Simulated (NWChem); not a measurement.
# SiH4S (sulfanylsilane): a first try and a second

Aim: the charge distribution of SiH4S (sulfanylsilane) at B97-3/DGauss-TZVP (SMD water).

Program for the calculation: NWChem 7.3.0.

1 further run of the same task is left out (set aside as unsound or not needed).

**1. The structure to begin with**

SiH4S has 6 atoms, charge 0, and is taken as a singlet. As SMILES, `[SiH3]S`. The shape is that of a PBE0-D4/def2-TZVP optimisation.

Bond lengths: Si1–S2 2.137 Å, Si1–H3 1.485 Å, Si1–H4 1.482 Å, Si1–H5 1.485 Å, S2–H6 1.344 Å. Angles: Si1–S2–H6 94.7°, S2–Si1–H3 111.6°, S2–Si1–H4 104.8°, S2–Si1–H5 111.6°, H3–Si1–H4 110.0°, H3–Si1–H5 108.8°, H4–Si1–H5 110.0°.

**2. The input as first written**

Input file sp.nw:

```
start sp
title "H4SSi"
memory 2200 mb

geometry units bohr noautosym nocenter noautoz
Si    -0.32087550    -0.49775386    -0.82392059
S      1.71454851    -0.02381055     2.63201055
H     -3.07987564    -0.14040665    -0.45655783
H      0.20522426    -3.13373283    -1.61099152
H      0.56653989     1.28728144    -2.79887336
H      0.99418491     2.38729101     2.97121639
end

basis spherical bse
* library DGauss-TZVP
end

cosmo
do_cosmo_smd true
solvent water
end

dft
functional becke97-3
grid medium
convergence energy 1e-07
direct
maxiter 60
print low
end

property
mulliken
dipole
end

task dft property
```

Run with:

```bash
$ nwchem sp.nw > sp.out
```

The log of the run:

```text
Northwest Computational Chemistry Package (NWChem) 7.3.0
             --------------------------------------------------------

           Job information
           ---------------

    nwchem branch   = 7.3.0
    use scalapack   = T
    input           = sp.nw
    prefix          = sp.
    data base       = ./sp.db
    status          = startup
    nproc           =        1

           Memory information
           ------------------

    heap     =     72089594 doubles =      550.0 Mbytes
    stack    =     72089599 doubles =      550.0 Mbytes
    global   =    144179200 doubles =     1100.0 Mbytes (distinct from heap & stack)
    total    =    288358393 doubles =     2200.0 Mbytes
    verify   = yes
    hardfail = no

           Directory information
           ---------------------

  0 permanent = .
  0 scratch   = .

[... 29 lines left out ...]
            Nuclear Dipole moment (a.u.)
[... 46 lines left out ...]
 Summary of "ao basis" -> "" (spherical)
 ------------------------------------------------------------------------------
       Tag                 Description            Shells   Functions and Types
 ---------------- ------------------------------  ------  ---------------------
 *                        DGauss-TZVP                 on all atoms

 ------------------------------------------------------------------------
 dft_input: unknown directive                   0
 ------------------------------------------------------------------------
 ------------------------------------------------------------------------
  current input line :
    24: functional becke97-3
 ------------------------------------------------------------------------
 ------------------------------------------------------------------------
 There is an error in the input file
 ------------------------------------------------------------------------

0:dft_input: unknown directive:Received an Error in Communication
  Errorcode: -1
```

It took 1.1 s on 1 thread of Intel Xeon Platinum 8259CL at 2.50GHz (Skylake/Cascade Lake), shared host; peak memory 0.24 GiB.

**3. Reading the log**

The job stopped with an error part of the way.

The log says `dft_input: unknown directive                   0`. What is wrong: the input text is malformed or holds a word that the program doesn't know (`functional`).

**4. The mended input**

Input file sp.nw:

```
start sp
memory 2200 mb
charge 0

geometry units bohr noautosym nocenter noautoz
Si -0.32087550 -0.49775386 -0.82392059
S   1.71454851 -0.02381055  2.63201055
H  -3.07987564 -0.14040665 -0.45655783
H   0.20522426 -3.13373283 -1.61099152
H   0.56653989  1.28728144 -2.79887336
H   0.99418491  2.38729101  2.97121639
end

basis spherical bse
* library DGauss-TZVP
end

cosmo
do_cosmo_smd true
solvent water
end

dft
xc becke97-3
grid medium
convergence energy 1e-07
direct
end

property
mulliken
dipole
moldenfile
molden_norm janpa
end

task dft property
```

Run with:

```bash
$ nwchem sp.nw > sp.out
```

The log of the run:

```text
[...]
          Wavefunction type:  closed shell.
          No. of atoms     :     6
          No. of electrons :    34
[...]
          Charge           :     0
          Spin multiplicity:     1
[...]
          AO basis - number of functions:    68
[...]
              XC Information
              --------------
                   Becke 97-3 Method XC Functional
                     Hartree-Fock (Exact) Exchange  0.269
                 Becke 1997-3  Exchange Functional  1.000
                Becke 1997-3 Correlation Potential  1.000
[...]
 d= 0,ls=0.0,diis     1   -689.9787607360 -7.79D+02  8.02D-03  5.00D-01     3.2
[...]
 d= 0,ls=0.0,diis     6   -690.0082049322 -1.85D-08  1.02D-06  3.00D-09    20.4
         Total DFT energy =     -690.008204932199
      One electron energy =    -1131.238493044954
           Coulomb energy =      400.014562982657
    Exchange-Corr. energy =      -47.970926145065
 Nuclear repulsion energy =       89.238634662863
             COSMO energy =       -0.051983387700
[...]
   Dipole moment        1.8468675571 Debye(s)
             DMX       -1.0843346852 DMXEFC       -0.0000000000
             DMY        1.0801419462 DMYEFC       -0.0000000000
             DMZ       -1.0336495731 DMZEFC       -0.0000000000
   -EFC- dipole         0.0000000000 DEBYE(S)
   Total dipole         1.8468675571 DEBYE(S)
[...]
```

It took 22 s on 1 thread of Intel Xeon Platinum 8259CL at 2.50GHz (Skylake/Cascade Lake), shared host; peak memory 0.11 GiB.

Atomic charges (e):

| atom | Mulliken |
| --- | --- |
| Si1 | +0.506 |
| S2 | -0.324 |
| H3 | -0.097 |
| H4 | -0.095 |
| H5 | -0.098 |
| H6 | +0.108 |

**5. Outcome**

Level: B97-3/DGauss-TZVP (SMD water).

```
                  quantity          value
              total energy  -690.00820 Eh
             dipole moment         1.85 D
               HOMO energy       -7.55 eV
               LUMO energy        0.34 eV
             HOMO–LUMO gap        7.89 eV
solvent term in the energy    -1.0 kJ/mol
```
